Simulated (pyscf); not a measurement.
**Hydrogen abstraction: F–N•–F + H₃Si–SiH₃ → F–NH–F + •H₂Si–SiH₃**

Gas phase, doublet surface, charge 0. Bonds broken: Si5–H6. Bonds formed: N2–H6. PySCF, gas phase, ωB97X-D3(BJ)/def2-SVP geometries.

Transition state (Å):

```xyz
11

F      0.9123    -0.0511     1.8692
N      1.3541     0.8567     0.9470
F      0.5695     1.9449     1.1857
Si    -2.1391    -0.5845     0.7162
Si    -0.6335    -0.1990    -1.0242
H      0.7531     0.3830    -0.1113
H     -1.6529    -1.7286     1.5367
H     -2.2244     0.6444     1.5529
H     -1.0583     0.8857    -1.9586
H     -0.2650    -1.4272    -1.7901
H     -3.4936    -0.9092     0.1782
```

One imaginary mode, 2054i cm⁻¹; descent along it reached the two sides named.

```json
[
 {"bond": "Si5–H6", "change": "breaks", "reactant side (Å)": "1.491", "saddle": "1.759", "product side": "2.8"},
 {"bond": "N2–H6", "change": "forms", "reactant side (Å)": "3.4", "saddle": "1.306", "product side": "1.035"}
]
```

Electronic energies relative to the separated reactants (kJ/mol):

```json
[
 {"level": "ωB97X-D3(BJ)/def2-TZVP", "barrier": "92.9", "reaction energy": "+67.0"},
 {"level": "PBE/def2-TZVP", "barrier": "57.5", "reaction energy": "+55.3"},
 {"level": "r²SCAN/def2-TZVP", "barrier": "68.1", "reaction energy": "+61.9"},
 {"level": "B3LYP-D3(BJ)/def2-TZVP", "barrier": "77.4", "reaction energy": "+61.2"},
 {"level": "PBE0-D3(BJ)/def2-TZVP", "barrier": "74.1", "reaction energy": "+55.4"},
 {"level": "M06-2X/def2-TZVP", "barrier": "79.7", "reaction energy": "+44.4"},
 {"level": "ωB97M-D3(BJ)/def2-TZVP", "barrier": "91.3", "reaction energy": "+59.0"},
 {"level": "HF/def2-TZVP", "barrier": "178.1", "reaction energy": "+83.7"}
]
```

With ωB97M-D3(BJ)/def2-TZVP energies and thermal terms (ideal gas, 1 atm, RRHO with modes under 100 cm⁻¹ raised to 100, one conformer, R ln 2 for chiral ones without a mode under 150 cm⁻¹), in kJ/mol:

```
T (K)   ΔH‡    ΔG‡     ΔH     ΔG
-----  ----  -----  -----  -----
298    87.4  128.9  +70.0  +63.7
600    90.6  169.6  +69.0  +57.7
900    94.1  208.3  +67.8  +52.3
1200   97.5  245.9  +66.6  +47.3
```

This saddle turned up in a search for another step; its sides and bond changes are read from the two ends of the descent. One saddle was located; it need not be the lowest between these sides. The angle at the transferred H is 155°.
